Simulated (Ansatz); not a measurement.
**[Br···H···GeH$_{3}$], doublet: reading a ladder of total energies**

Geometry: a point of a hydrogen-transfer path between rigid fragments, not a stationary point.

```xyz
6

Br   -1.8685    0.0000    0.0000
H    -0.0735    0.0000    0.0000
Ge    1.9555    0.0000    0.0000
H     2.4241   -1.4659    0.0000
H     2.4241    0.7330   -1.2695
H     2.4241    0.7330    1.2695
```

Basis cc-pVDZ; Ansatz 0.2.0. Correlated methods freeze the noble-gas cores and the filled d shells of p-block atoms, which leaves 15 electrons in 46 orbitals. Prefix R: restricted or restricted open-shell reference; prefix U: unrestricted. No spin–orbit coupling is included, and no scalar relativity.

Full CI isn't at hand for all of this; UCCSDT(Q) serves as the reference, and is uncertain by about the last step of the cluster series.

Runs differ by some tens of microhartree through their thresholds and, for an open shell, their frozen cores, so steps under 0.03 kcal/mol mean nothing.

```tsv
level	total energy (hartree)
UHF	-4649.981186
UMP2	-4650.200622
UCCSD	-4650.243970
UCCSD(T)	-4650.249095
UCCSDT	-4650.250143
UCCSDT(Q)	-4650.250524
```

**Question.** What is the correlation energy at UCCSDT(Q), and what share of it do UMP2 and UCCSD(T) recover?

**Answer.** E(corr) = -4650.250524 − (-4649.981186) = -0.269338 hartree = -7.329 eV. UMP2: -0.219436 / -0.269338 = 81.47 %. UCCSD(T): -0.267909 / -0.269338 = 99.47 %.

**Question.** By how many kcal/mol does UCCSD(T) miss UCCSDT(Q) (1 hartree = 627.509 kcal/mol), and which steps make up the rest?

**Answer.** -4650.249095 − (-4650.250524) = 0.001429 hartree = 0.90 kcal/mol. Steps: UCCSDT − UCCSD(T) = -0.66, UCCSDT(Q) − UCCSDT = -0.24 kcal/mol. Differences between like states or geometries often cancel part of this.
